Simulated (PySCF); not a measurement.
A made-up structure of BHO$_{2}$, closed shell:

```
4
angstrom
O -1.5593 0.5301 0.4051
B -0.4256 0.1387 0.2416
O 0.8174 -0.2945 0.1199
H -2.1776 1.2220 0.6877
```

It is relaxed with PBE-D4/def2-SVP and then PBE0-D4/def2-TZVP (PySCF 2.14 with density fitting (its default auxiliary sets; JK sets also for MP2 and CCSD(T))). Atoms count as bonded within 1.22 times the sum of their covalent radii (H–H: 0.88 Å). The end point is not checked to be a true minimum.

Task: Does its bonding change? (A judgement: the text doesn't fix the answer.)

Result: By the calculation: No: no bond forms or breaks.

Where it ends: The first stage lowers the energy by 0.82 eV in 14 steps. It ends as BHO₂ ([O][B][OH]):
O1  (-1.707, 0.294, 0.318)
B2  (-0.392, 0.163, 0.290)
O3  (0.806, -0.007, 0.249)
H4  (-2.054, 1.144, 0.598)
(Å)

Labels in which every atom is bracketed show which atoms are joined, not bond orders.

For scale, one of the runs: PBE0-D4/def2-TZVP relaxation, 99 basis functions, launched by `OMP_NUM_THREADS=2 python run.py`. Time: 16 s of wall clock on 2 CPU threads of an Arm Neoverse V1; the host was shared. Peak host memory: 0.97 GiB.
